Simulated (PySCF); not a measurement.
An unknown gives this computed stick spectrum. Theory: TDDFT PBE0/def2-SVPD, vertical, gas phase, core orbitals frozen in the response in PySCF. Geometries: PBE0-D3(BJ)/def2-SVP, one conformer each.

```tsv
state	ν̃ (cm⁻¹)	f	main configurations (H = HOMO, L = LUMO)
S1	40790	0.0018	H→L (94%)
S2	45870	0.0001	H-1→L (73%), H→L+1 (25%)
S3	55700	0.0002	H→L+1 (72%), H-1→L (25%)
S4	58950	0.041	H-2→L (64%), H-1→L+1 (28%)
S5	61680	0.056	H-1→L+1 (58%), H-2→L (23%), H→L+2 (13%)
S6	63140	0.070	H→L+2 (82%)
S7	67600	0.044	H→L+3 (76%), H-1→L+2 (18%)
S8	68160	0.0062	H-3→L (45%), H-2→L+1 (24%), H-4→L (24%)
S9	70120	0.016	H-1→L+2 (72%), H→L+3 (20%)
S10	72210	0.0095	H-4→L (62%), H-2→L+1 (23%)
```

Triplets computed (Tamm–Dancoff): 4.54, 5.08, 5.80, 6.36 eV.

Orbital energies (eV): HOMO-3 -11.12, HOMO-2 -9.91, HOMO-1 -9.19, HOMO -8.37, LUMO -1.27, LUMO+1 0.10, LUMO+2 0.52.

Task: Which structure fits? All have the formula C3H4O3.
A. `CC(=O)OC=O`
B. `[C@H]1(OC1)OC=O`
C. `O=C(O)[C@@H]1CO1`

Result: A. Its S1, at 5.06 eV, is the lowest among the candidates; the nearest of the others has S1 at 5.61 eV. S1 is HOMO→LUMO (94%). Löwdin shares by element: HOMO oxygen 75%, carbon 7% or more (atoms not listed hold the other 18%); LUMO carbon 43% or more, oxygen 37% or more (atoms not listed hold the other 21%). At the same level the other candidates give, for their lowest levels:
- `O=CO[C@H]1CO1`: 5.85 eV (f 0.002); 7.05 eV (f 0.039); 7.72 eV (f 0.093); 8.26 eV (f 0.017); 8.38 eV (f 0.008); T1 5.25 eV; HOMO -8.59, LUMO -0.48 eV
- `O=C(O)[C@@H]1CO1`: 5.61 eV (f 0.000); 6.68 eV (f 0.009); 7.45 eV (f 0.081); 7.88 eV (f 0.184); 8.14 eV (f 0.020); T1 5.08 eV; HOMO -8.30, LUMO -0.58 eV

The values belong to the conformer `[CH3:1][C:2](=[O:3])[O:4][CH:5]=[O:6]`: C1–C2–O4–C5 155°, C2–O4–C5–O6 -21°.
